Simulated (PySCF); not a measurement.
Rigid-rotor lines calculated for a species of formula C4H8F2 (commonest isotopes; PySCF, PBE0-D3(BJ)/def2-SVP geometry optimisation, gas phase), labelled J(Ka,Kc):

```json
{"transition": "2(1,1) ← 1(1,0)", "MHz": "10830.2"}
{"transition": "2(0,2) ← 1(0,1)", "MHz": "10331.5"}
{"transition": "2(1,2) ← 1(1,1)", "MHz": "9965.1"}
{"transition": "1(1,1) ← 0(0,0)", "MHz": "7087.2"}
{"transition": "1(0,1) ← 0(0,0)", "MHz": "5198.8"}
```

Q: Find the rotational constants.

A: 1(0,1) ← 0(0,0) is B + C, 2(1,1) ← 1(1,0) is 3B + C and 2(1,2) ← 1(1,1) is B + 3C, so B − C is half the difference of the last two, 432.6 MHz. 1(1,1) ← 0(0,0) is A + C. A = 4704.1, B = 2815.7, C = 2383.2 MHz.

Q: What moments of inertia, asymmetry and inertial defect follow?

A: I = 505379 MHz·u·Å² over each constant: Ia = 107.43, Ib = 179.49, Ic = 212.06 u·Å²; κ = (2B − A − C)/(A − C) = -0.627 (asymmetric top); Δ = Ic − Ia − Ib = -74.86 u·Å².

Q: Which dipole components do these lines need?

A: μa and μb (a-type: ΔKa even, ΔKc odd; b-type: both odd). The calculation gives |μa| = 1.67 D, |μb| = 0.12 D, |μc| = 1.11 D.

Q: Where do these fall, and of which type are they? 2(1,2) ← 2(0,2); 2(2,1) ← 1(1,0); 3(2,2) ← 2(2,1); 3(3,1) ← 2(2,1); 1(1,0) ← 1(1,1); 3(1,2) ← 2(1,1); 2(1,1) ← 1(0,1); 3(1,3) ← 2(1,2); 3(3,1) ← 3(2,1); 2(2,0) ← 2(1,1); 3(0,3) ← 2(1,2); 3(2,2) ← 2(1,2); 3(1,3) ← 3(0,3); 1(1,1) ← 1(0,1).

A: 
| transition | MHz | type | branch |
| --- | --- | --- | --- |
| 1(1,0) ← 1(1,1) | 433 | a | Q |
| 3(1,3) ← 3(0,3) | 1090 | c | Q |
| 2(1,2) ← 2(0,2) | 1522 | c | Q |
| 1(1,1) ← 1(0,1) | 1888 | c | Q |
| 2(2,0) ← 2(1,1) | 5731 | b | Q |
| 3(3,1) ← 3(2,1) | 10241 | c | Q |
| 2(1,1) ← 1(0,1) | 13151 | c | R |
| 3(0,3) ← 2(1,2) | 13820 | b | R |
| 3(1,3) ← 2(1,2) | 14909 | a | R |
| 3(2,2) ← 2(2,1) | 15596 | a | R |
| 3(1,2) ← 2(1,1) | 16200 | a | R |
| 2(2,1) ← 1(1,0) | 16495 | b | R |
| 3(2,2) ← 2(1,2) | 22559 | c | R |
| 3(3,1) ← 2(2,1) | 26158 | c | R |

Q: Which structure gave them?

A: 1,1-difluoro-2-methylpropane (`CC(C)C(F)F`), point group C1. Three constants can't fix a structure by themselves; this is the one that was computed:
```
atom  x, y, z in Å
C1     1.345   -0.246    0.292
C2    -0.053   -0.178   -0.309
C3    -1.052   -1.056    0.434
C4    -0.551    1.251   -0.361
F5    -0.604    1.784    0.885
F6     0.286    2.023   -1.093
H7     1.734   -1.274    0.251
H8     2.042    0.408   -0.252
H9     1.331    0.072    1.345
H10   -0.005   -0.504   -1.363
H11   -2.054   -1.011   -0.021
H12   -0.727   -2.107    0.425
H13   -1.142   -0.737    1.483
H14   -1.562    1.331   -0.803
```

The values belong to one conformer (point group C1) with, in the numbering `[CH3:1][CH:2]([CH3:3])[CH:4]([F:5])[F:6]`, C1–C2–C4–F5 -60°. Whether it is a minimum is left open (no frequencies). Zero-point vibration and centrifugal distortion are left out. A rigid rotor knows nothing of internal rotation, which can split or shift real lines.

The run took 25 s wall on one thread of an Arm Neoverse V1, no GPU, on a shared host, and the process peaked at 0.69 GiB of memory. This is the geometry optimisation.
